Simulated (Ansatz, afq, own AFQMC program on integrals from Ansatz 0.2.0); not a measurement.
Integrals from Ansatz 0.2.0, then the random walk in our own AFQMC program (afq).

```yaml
crystal:
  periodic: [false, false, false]
  atoms:
    - {symbol: B, position_ang: [0.000000, 0.000000, 0.846420]}
    - {symbol: O, position_ang: [0.000000, 0.000000, -0.754580]}
    - {symbol: H, position_ang: [0.000000, 1.050271, 1.449574]}
    - {symbol: H, position_ang: [0.000000, -1.050271, 1.449574]}
basis:
  gaussian: {orbitals: cc-pVDZ}
magnetization: {spin_polarized: true, initial_magnetization: 1}
correlation: {method: ccsd_t, electrons: outside_noble_gas, hamiltonian_folder: ham}
```

```sh
$ ansatz run in.yaml --threads 1 --pin off --events-out ev --progress --plain --max-ram 1382MiB
```

Options of the walk:

```
--method phaseless --trial cisd --walkers 60 --populations 1 --least-time 40 --time-step 0.005 --steps-per-block 50 --equilibration-blocks 28 --max-blocks 300 --target-error 0.0004 --factor-cut 1e-05 --start spin_pure --seed 1895 --release-times 0.24,0.51,0.99,1.62,2.4 --release-step 0.03 --release-every 4 --taylor-order 6
```

Times are imaginary, in 1/Eh. The walk had a cap of 1172 s.

```
orbitals 36  electrons 6 5  factors 269 of 344
reference energy -100.66982812 Eh
CCSD correlation -0.26079275 Eh in 15 cycles, weight of the determinant in the CISD state 0.8896
energy of the start -100.930434 Eh
 block  time / (1/Eh)  mean weight  energy / Eh
     1     0.250  1.0006  -100.927614
     2     0.500  1.0022  -100.929012
     3     0.750  1.0005  -100.930856
     4     1.000  0.9995  -100.933428
     5     1.250  1.0002  -100.931943
     8     2.000  1.0006  -100.935630
    17     4.250  1.0010  -100.938331
    41    10.250  1.0001  -100.937894
    57    14.250  1.0006  -100.946520
    65    16.250  1.0012  -100.936058
    89    22.250  1.0013  -100.943869
   113    28.250  0.9983  -100.936727
   121    30.250  0.9991  -100.929025
   137    34.250  0.9982  -100.940716
   161    40.250  0.9980  -100.941074
   185    46.250  0.9985  -100.940397
   209    52.250  1.0011  -100.941656
   233    58.250  1.0018  -100.933811
   257    64.250  1.0051  -100.931899
   281    70.250  0.9993  -100.930836
   305    76.250  0.9976  -100.933137
   321    80.250  1.0002  -100.934790
blocks merged  error / Eh  count
     1  0.000268  300
     2  0.000330  150
     4  0.000385  75
     8  0.000447  37
    16  0.000405  18
    32  0.000496  9
released: time / (1/Eh)  energy / Eh  error  mean overlap
  0.24  -100.938073  0.000501  0.9995
  0.51  -100.938720  0.000485  0.9991
  0.99  -100.938015  0.000494  0.9987
  1.62  -100.938962  0.000592  0.9924
  2.40  -100.939054  0.000710  0.9762
energy -100.937483 +/- 0.000447 Eh
(rows thinned)
```

Task: Estimate how long the walk took on 1 thread of Arm Neoverse V1 (shared host).

Result: 8.4 min of wall time.

The run passed its tests (sampling time, drift between the halves within three errors, error under three times the target), which doesn't prove that it has relaxed.

Against this walk (error 12.2 meV) on the same determinant: CCSD(T) 5.6 meV higher (within the noise), CCSDT(Q) 46.3 meV lower. The error is statistical and leaves out the bias of the constraint. Released to 2.40 1/Eh the energy moves by -43 ± 23 meV (both errors), within twice the noise. CCSDT(Q) is the surest value here, so the walk's 46 meV above it is most likely the bias of the constraint with this trial, which can have either sign.

Cautions: constraint bias not in the error; error above the target (12.2 against 10.9 meV).

CCSDT and higher add their correlation energy to the determinant of the CCSD(T) run, since their own runs factorise the integrals more tightly (a shift of under 2 meV). A walk keeps the symmetry of its determinant, which the program's search chose and which needn't be the lowest solution, so a lower state of the same spin and another symmetry isn't excluded.
